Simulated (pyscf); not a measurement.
**Four-centre exchange: F–In(F)–F (SMILES [F][In]([F])[F]) + H₂S (SMILES S) → HF (SMILES F) + F–In(F)–SH (SMILES [F][In]([F])[SH])**

Gas phase, singlet surface, charge 0. Bonds broken: F1–In2, S5–H6. Bonds formed: F1–H6, In2–S5. PySCF, gas phase, ωB97X-D3(BJ)/def2-SVP geometries.

Transition state (Å):

```xyz
7

F     -0.1638     0.9140     1.1583
In    -1.5385    -0.2223     0.0653
F     -1.2596    -2.1132     0.4148
F     -3.2591     0.6575    -0.0880
S      0.3125     0.5793    -1.4931
H      0.4214     0.9927    -0.0263
H      1.0019    -0.5696    -1.3263
```

One imaginary mode, 676i cm⁻¹; descent along it reached the two sides named, in the forms told below.

```json
[
 {"bond": "F1–In2", "change": "breaks", "reactant side (Å)": "1.962", "saddle": "2.092", "product side": "2.369"},
 {"bond": "S5–H6", "change": "breaks", "reactant side (Å)": "1.353", "saddle": "1.528", "product side": "2.349"},
 {"bond": "F1–H6", "change": "forms", "reactant side (Å)": "2.471", "saddle": "1.324", "product side": "0.949"},
 {"bond": "In2–S5", "change": "forms", "reactant side (Å)": "2.7", "saddle": "2.549", "product side": "2.397"}
]
```

Electronic energies relative to the separated reactants (kJ/mol):

```tsv
level	barrier	reaction energy	reverse barrier
ωB97X-D3(BJ)/def2-TZVP	-68.0	-62.3	-5.7
PBE/def2-TZVP	-63.7	-49.0	-14.7
r²SCAN/def2-TZVP	-68.8	-48.9	-19.9
B3LYP-D3(BJ)/def2-TZVP	-54.0	-50.8	-3.2
PBE0-D3(BJ)/def2-TZVP	-65.1	-59.2	-5.9
M06-2X/def2-TZVP	-58.8	-55.8	-3.0
ωB97M-D3(BJ)/def2-TZVP	-46.9	-47.6	0.6
HF/def2-TZVP	6.9	-43.6	50.5
```

With ωB97M-D3(BJ)/def2-TZVP energies and thermal terms (ideal gas, 1 atm, RRHO with modes under 100 cm⁻¹ raised to 100, one conformer, R ln 2 for rigid chiral ones), in kJ/mol:

```json
[
 {"T (K)": "298", "ΔH‡": "-49.0", "ΔG‡": "-4.7", "ΔH": "-41.9", "ΔG": "-42.6"},
 {"T (K)": "600", "ΔH‡": "-47.6", "ΔG‡": "39.8", "ΔH": "-39.5", "ΔG": "-44.2"},
 {"T (K)": "900", "ΔH‡": "-44.7", "ΔG‡": "83.0", "ΔH": "-37.9", "ΔG": "-46.9"},
 {"T (K)": "1200", "ΔH‡": "-41.6", "ΔG‡": "125.1", "ΔH": "-36.8", "ΔG": "-50.1"}
]
```

On the reactant side the descent ends in an adduct with a In–S contact, 102.2 kJ/mol under the separated species and 34.2 kJ/mol under the saddle at ωB97X-D3(BJ)/def2-TZVP. On the product side the descent ends in an adduct with a F–In contact, 45.1 kJ/mol under the separated species and 39.3 kJ/mol under the saddle at ωB97X-D3(BJ)/def2-TZVP. At ωB97X-D3(BJ), PBE, r²SCAN, B3LYP-D3(BJ), PBE0-D3(BJ), M06-2X, ωB97M-D3(BJ) the saddle lies under the separated reactants, which points to a path from their complex (located at ωB97X-D3(BJ) alone). At ωB97X-D3(BJ), PBE, r²SCAN, B3LYP-D3(BJ), PBE0-D3(BJ), M06-2X the saddle lies under the separated products, which points to a path from their complex (located at ωB97X-D3(BJ) alone). What is counted as formed (In–S) is already present as a longer contact in the reactant adduct; forming that adduct is a step of its own. What is counted as broken (F–In) persists as a longer contact in the product adduct; parting that adduct is a step of its own. This is the saddle that the search found; another between the same sides may lie lower. Elements past Kr carry the def2 core potentials, without spin-orbit coupling.
